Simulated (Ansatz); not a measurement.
Geometry optimisation, RKS CAM-B3LYP/cc-pVDZ (Ansatz 0.2.0).

The input (input.yaml):

```yaml
crystal:
  periodic: [false, false, false]
  atoms:
    - { symbol: B, position_ang: [0.0, 0.0, 0.0] }
    - { symbol: O, position_ang: [0.0, 0.0, 1.76] }
    - { symbol: H, position_ang: [-0.9095, -0.2814, 2.0971] }
    - { symbol: H, position_ang: [1.0305, 0.0, -0.595] }
    - { symbol: H, position_ang: [-1.0305, 0.0, -0.595] }
    - { symbol: F, position_ang: [0.0726, 1.5356, 0.5108] }
    - { symbol: H, position_ang: [0.0505, 1.068, 1.4702] }
basis:
  gaussian: { orbitals: cc-pVDZ }
hamiltonian:
  xc: cam_b3lyp
relax:
  f_tol: 0.15
  max_steps: 25
  restrain:
    - { distance: [0, 5], at: 2.52, k: 30.0 }
    - { distance: [6, 1], at: 2.21, k: 30.0 }
    - { distance: [0, 1], at: 1.41, k: 30.0 }
    - { distance: [6, 5], at: 0.92, k: 30.0 }
```

Run as:

```bash
$ ansatz run input.yaml --threads 1 --pin off --max-ram 2048MiB --backend cpu --events-out ev --progress --plain --runs-dir out
```

**Question.** Where does it end, and by what steps?

**Answer.** It converged. The restraints hold the end off the free minimum. After 9 steps the energy has fallen by 1.647 eV (the restraints' own energy left out); H7 moved furthest, 0.74 Å. Parted: B1–F6 (1.62 → 2.52 Å), O2–H7 (1.11 → 2.21 Å).

```
step  energy less start (eV)  largest force component (eV/Å)  accepted
   0                  0.0000                           4.605       yes
   1                 -0.5620                           2.420       yes
   2                 -0.8514                           2.313       yes
   3                 -1.1939                           1.904       yes
   4                 -1.5803                           0.731       yes
   5                 -1.4044                           1.151        no
   6                 -1.6304                           0.735       yes
   7                 -1.6387                           0.874       yes
   8                 -1.6416                           0.820       yes
   9                 -1.6470                           0.781       yes
```

```xyz
7
Properties=species:S:1:pos:R:3
B -0.069 -0.245 0.111
O -0.049 -0.430 1.483
H -0.939 -0.510 1.851
H 1.011 -0.180 -0.412
H -1.111 -0.259 -0.492
F 0.025 2.207 0.687
H 0.346 1.740 1.421
```

The run took 17 s on 1 thread of Arm Neoverse V2, with other jobs on the host, peak memory 0.13 GiB.
